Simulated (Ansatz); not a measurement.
Reaction: CHN (formonitrile, SMILES C#N) + H+ → CH2N+ (SMILES C#[NH+])
Each species at its own B3LYP-D3(BJ)/def2-TZVP minimum (Ansatz, a quantum-chemistry and plane-wave program).

Total energies in hartree (Ansatz). Open shells are spin-unrestricted; no spin-orbit coupling. Cores are frozen in correlated methods. No relativity.

```tsv
species	HF/cc-pVTZ	CCSD(T)/cc-pVTZ	HF/cc-pVQZ	CCSD(T)/cc-pVQZ	CCSDT(Q)/cc-pVTZ
1: CHN (formonitrile, SMILES C#N)	-92.90894	-93.27480	-92.91529	-93.30107	-93.27619
2: CH2N+ (SMILES C#[NH+])	-93.19629	-93.55678	-93.20257	-93.58209	-93.55797
```

Problem. Work out the proton affinity (electronic), positive where energy is released in kcal/mol: take Hartree-Fock from cc-pVQZ, extrapolate the CCSD(T) correlation energy as X^-3 (X = 3, 4), and add CCSDT(Q) - CCSD(T) in cc-pVTZ. 1 hartree = 627.51 kcal/mol.

Solution. 
Species 1: correlation (64·(-0.38578) - 27·(-0.36586))/37 = -0.40032; step -0.00139; E1 = -92.91529 + (-0.40032) + (-0.00139) = -93.31700
H+ has no electrons: E = 0
Species 2: correlation (64·(-0.37952) - 27·(-0.36049))/37 = -0.39341; step -0.00119; E2 = -93.20257 + (-0.39341) + (-0.00119) = -93.59717
+1·E1 -1·E2 = 0.28017 hartree = 175.8 kcal/mol.
